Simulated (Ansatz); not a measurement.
Molecular dynamics of FH7NSi, charge +1

input.yaml

```yaml
crystal:
  periodic: [false, false, false]
  atoms:
    - { symbol: "N", position_ang: [0.11179, 0.04257, -2.107327] }
    - { symbol: H, position_ang: [1.036278, -0.284489, -2.411087] }
    - { symbol: H, position_ang: [-0.031318, 1.003023, -2.440336] }
    - { symbol: H, position_ang: [0.053781, 0.017939, -1.055434] }
    - { symbol: H, position_ang: [-0.610723, -0.565226, -2.510317] }
    - { symbol: Si, position_ang: [-0.11826, -0.044406, 2.207835] }
    - { symbol: F, position_ang: [-0.009712, -0.006684, 0.526911] }
    - { symbol: H, position_ang: [0.789814, 1.027934, 2.68161] }
    - { symbol: H, position_ang: [0.324746, -1.404434, 2.596219] }
    - { symbol: H, position_ang: [-1.546495, 0.213772, 2.511926] }
total_charge: 1
basis:
  gaussian: { orbitals: def2-SVP }
hamiltonian:
  xc: pbe0
  dispersion: d4
md:
  timestep: 0.5
  n_steps: 150
  ensemble: nvt_nose_hoover
  temperature: 400.0
  initial_velocities: maxwell_boltzmann
  seed: 278030
  nose_hoover: { tau: 300.0, chain_length: 3 }
scf:
  lower_state_search: "off"
```

Run as:

```bash
$ ansatz run input.yaml --threads 1 --pin off --max-ram 2048MiB --backend cpu --events-out ev --progress --plain --runs-dir out
```

It starts from a relaxed structure.

Output, in part (one step line in 6, the closing report, with atoms numbered from 0):

```
md step     0: t =     0.00 fs  T =   400.0 K  F+E_penalty+E_count = -12179.88014975 eV  E_kin = 0.413632 eV  conserved = -12179.46651776 eV  (13 SCF iters)
md step     6: t =     3.00 fs  T =   259.8 K  F+E_penalty+E_count = -12179.73384272 eV  E_kin = 0.268627 eV  conserved = -12179.46521834 eV  (18 SCF iters)
md step    12: t =     6.00 fs  T =   217.1 K  F+E_penalty+E_count = -12179.68993999 eV  E_kin = 0.224536 eV  conserved = -12179.46542325 eV  (18 SCF iters)
md step    18: t =     9.00 fs  T =   285.2 K  F+E_penalty+E_count = -12179.76086628 eV  E_kin = 0.294885 eV  conserved = -12179.46604069 eV  (18 SCF iters)
md step    24: t =    12.00 fs  T =   233.3 K  F+E_penalty+E_count = -12179.70659139 eV  E_kin = 0.241283 eV  conserved = -12179.46542995 eV  (19 SCF iters)
md step    30: t =    15.00 fs  T =   208.7 K  F+E_penalty+E_count = -12179.68122676 eV  E_kin = 0.215857 eV  conserved = -12179.46555904 eV  (18 SCF iters)
md step    36: t =    18.00 fs  T =   238.0 K  F+E_penalty+E_count = -12179.71134110 eV  E_kin = 0.246065 eV  conserved = -12179.46555553 eV  (18 SCF iters)
md step    42: t =    21.00 fs  T =   266.8 K  F+E_penalty+E_count = -12179.74156996 eV  E_kin = 0.275935 eV  conserved = -12179.46604380 eV  (18 SCF iters)
md step    48: t =    24.00 fs  T =   152.9 K  F+E_penalty+E_count = -12179.62298377 eV  E_kin = 0.158141 eV  conserved = -12179.46537365 eV  (19 SCF iters)
md step    54: t =    27.00 fs  T =   149.1 K  F+E_penalty+E_count = -12179.61921608 eV  E_kin = 0.154184 eV  conserved = -12179.46565512 eV  (19 SCF iters)
md step    60: t =    30.00 fs  T =   194.1 K  F+E_penalty+E_count = -12179.66571737 eV  E_kin = 0.200719 eV  conserved = -12179.46576894 eV  (18 SCF iters)
md step    66: t =    33.00 fs  T =   157.9 K  F+E_penalty+E_count = -12179.62781133 eV  E_kin = 0.163245 eV  conserved = -12179.46550744 eV  (18 SCF iters)
md step    72: t =    36.00 fs  T =   185.0 K  F+E_penalty+E_count = -12179.65594807 eV  E_kin = 0.191257 eV  conserved = -12179.46579728 eV  (18 SCF iters)
md step    78: t =    39.00 fs  T =   179.8 K  F+E_penalty+E_count = -12179.65002795 eV  E_kin = 0.185895 eV  conserved = -12179.46546969 eV  (18 SCF iters)
md step    84: t =    42.00 fs  T =   150.0 K  F+E_penalty+E_count = -12179.61942638 eV  E_kin = 0.155102 eV  conserved = -12179.46587478 eV  (18 SCF iters)
md step    90: t =    45.00 fs  T =   116.8 K  F+E_penalty+E_count = -12179.58430561 eV  E_kin = 0.120761 eV  conserved = -12179.46526485 eV  (14 SCF iters)
md step    96: t =    48.00 fs  T =   184.7 K  F+E_penalty+E_count = -12179.65480507 eV  E_kin = 0.191040 eV  conserved = -12179.46573421 eV  (18 SCF iters)
md step   102: t =    51.00 fs  T =   212.2 K  F+E_penalty+E_count = -12179.68327512 eV  E_kin = 0.219418 eV  conserved = -12179.46615687 eV  (18 SCF iters)
md step   108: t =    54.00 fs  T =   143.6 K  F+E_penalty+E_count = -12179.61080814 eV  E_kin = 0.148465 eV  conserved = -12179.46495734 eV  (12 SCF iters)
md step   114: t =    57.00 fs  T =   245.2 K  F+E_penalty+E_count = -12179.71682427 eV  E_kin = 0.253596 eV  conserved = -12179.46620646 eV  (18 SCF iters)
md step   120: t =    60.00 fs  T =   226.2 K  F+E_penalty+E_count = -12179.69620246 eV  E_kin = 0.233860 eV  conserved = -12179.46580257 eV  (18 SCF iters)
md step   126: t =    63.00 fs  T =   143.2 K  F+E_penalty+E_count = -12179.60929608 eV  E_kin = 0.148093 eV  conserved = -12179.46505502 eV  (18 SCF iters)
md step   132: t =    66.00 fs  T =   245.4 K  F+E_penalty+E_count = -12179.71538872 eV  E_kin = 0.253774 eV  conserved = -12179.46585903 eV  (17 SCF iters)
md step   138: t =    69.00 fs  T =   326.0 K  F+E_penalty+E_count = -12179.79801008 eV  E_kin = 0.337135 eV  conserved = -12179.46580762 eV  (17 SCF iters)
md step   144: t =    72.00 fs  T =   271.9 K  F+E_penalty+E_count = -12179.74110394 eV  E_kin = 0.281127 eV  conserved = -12179.46564115 eV  (18 SCF iters)
md step   150: t =    75.00 fs  T =   214.0 K  F+E_penalty+E_count = -12179.68045793 eV  E_kin = 0.221294 eV  conserved = -12179.46539073 eV  (18 SCF iters)
Total energy: -12179.68048475 eV, -447.5950021306 hartree
Atom 0 at    -0.010621    -0.075577    -1.994689 Å, force     0.711198     0.560047     0.983579 eV/Å
Atom 1 at     0.962315    -0.179883    -2.337606 Å, force    -0.667327    -0.648045    -0.481724 eV/Å
Atom 2 at    -0.372019     0.794200    -2.405803 Å, force    -0.061047     0.025784     0.225961 eV/Å
Atom 3 at     0.158760     0.034737    -0.925411 Å, force    -0.790192     0.077481    -0.776141 eV/Å
Atom 4 at    -0.695120    -0.829666    -2.177040 Å, force     0.748899    -0.015938    -0.170786 eV/Å
Atom 5 at    -0.200415    -0.128300     2.124538 Å, force     0.630345     0.538474     0.777752 eV/Å
Atom 6 at     0.241028     0.243374     0.558204 Å, force     0.228755     0.092982    -0.453769 eV/Å
Atom 7 at     0.708272     0.743946     2.984657 Å, force    -0.542383    -0.440175    -0.348056 eV/Å
Atom 8 at     0.146640    -1.569889     2.248560 Å, force    -0.276594     0.046371     0.070438 eV/Å
Atom 9 at    -1.628628     0.281294     2.151055 Å, force     0.018346    -0.236982     0.172746 eV/Å
Dipole moment:    -0.088823    -0.124135    -1.609049 e Å
```

All steps were run. The conserved energy stayed within 0.16 meV per atom of its start (net change 0.11 meV per atom), so the integration is sound. The mean temperature of the second half is 49 % below the set value. A run of 0.075 ps of so small a system gives no equilibrium averages. Limits of this set-up: the dipole of an ion depends on the origin.

The same pairs are bonded in the first frame and the last. Pairs count as bonded within 1.25 times the sum of covalent radii (0.12 Å more for H–H).

Last frame:

```xyz
10
Properties=species:S:1:pos:R:3
N -0.011 -0.076 -1.995
H 0.962 -0.180 -2.338
H -0.372 0.794 -2.406
H 0.159 0.035 -0.925
H -0.695 -0.830 -2.177
Si -0.200 -0.128 2.124
F 0.241 0.243 0.558
H 0.708 0.744 2.985
H 0.147 -1.570 2.249
H -1.629 0.281 2.151
```

Run time: 3.5 min on 1 thread of Arm Neoverse V2, with other jobs on the host, peak memory 0.13 GiB.
